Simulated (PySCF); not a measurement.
Ionisation energy of N by level of theory

N [He] 2s2 2p3 (4S) → N⁺ [He] 2s2 2p2 (3P), as a difference of total energies. Calculation: PySCF 2.14, in dyall-acv3z (15s9p4d2f, 76 functions); the spin-free X2C one-electron Hamiltonian (Gaussian nucleus). Correlated levels: valence: 1s2 frozen; virtual orbitals above 40 to 60 times the deepest correlated orbital energy dropped. The calculations carry no spin-orbit coupling.

Q: Order these methods by the ionisation energy they give, lowest first.
A. CCSD (valence)
B. SCS-MP2 (valence)
C. CCSD(T) (valence)
D. MP2 (valence)

A: B (14.320 eV), A (14.439 eV), C (14.466 eV), D (14.580 eV).

A first-order spin-orbit estimate (lowest level to lowest level, LS coupling) adds -0.012 eV.

Errors of the correlated levels include the incompleteness of this basis and the frozen core.

For comparison: 14.534 eV (measured; NIST Atomic Spectra Database, ionization energies).
